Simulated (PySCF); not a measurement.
Structure elucidation problem

Molecular formula: C₅H₉N. Simulated spectra:

$^{1}$H NMR (300 MHz, computed): δ 4.98 (br s, 1H), 4.44 (br s, 1H), 2.10 (s, 3H), 1.88 (m, 1H), 1.85 (m, 1H), 1.60 (m, 1H), -0.08 (br s, 1H).

$^{13}$C{$^{1}$H} NMR (computed): δ 158.6 (C), 105.7 (CH2), 35.0 (CH2), 32.8 (CH), 27.8 (CH3).

- NMR shieldings at PBE0/pcSseg-1/GIAO
- GFN2-xTB structure
- code: PySCF
- one conformer, in vacuum, non-relativistic, averaged over atoms made equivalent by symmetry, fast rotation or ring inversion

Chemical shifts δ = σref − σ; TMS for $^{1}$H, $^{13}$C, all at this level.

Which candidate is it?
A. CN(C)C1=CC1
B. C=C(C)[C@@H]1CN1
C. CC(C)[C@H]1C=N1
D. C=C1C[C@@H]1NC

## Answers

B. 

- Rings plus π bonds: 2 (1 ring in the answer).
- 5 carbon signals for 5 carbons: no two carbons are equivalent.
- Carbon types of the structure: 1 × C, 1 × CH, 2 × CH2, 1 × CH3, leaving 1 H on heteroatoms.
- δC 158.6: fully substituted alkene carbon; the olefinic region.
- δC 105.7: terminal =CH2 carbon; the olefinic region.
- δC 35.0, 32.8: aziridine ring carbon; deshielded by the electronegative neighbour.
- δC 27.8: allylic methyl carbon; a saturated carbon with 1 carbon neighbour and no heteroatom attached.
- δH -0.08: hydrogen on an amine nitrogen; labile proton, position sensitive to the medium.

The others: C=C1C[C@@H]1NC has carbons computed at 144.7, 110.4, 38.6, 38.5, 15.0; CC(C)[C@H]1C=N1 would give 5 signals for carbon-bound and other non-exchanging H, not 6; CN(C)C1=CC1 would give 4 carbon signals, not 5.

OH/NH shifts are gas-phase values; hydrogen bonding in solution moves them, usually downfield. Shifts are as computed. Against solution values, carbons near 30 ppm lie about +3 ppm off and those near 130 ppm about +5 ppm. Of 1211 compounds with measured shifts, 218 miss one by over three times the rms of a fit or turn the order of signals round; such compounds aren't used in these exercises. No couplings were computed; multiplicities are counted from neighbouring protons, with m where these are inequivalent, close in shift, in a saturated or five-membered ring or joined by F or P, and br s for small geminal =CH2 splittings.
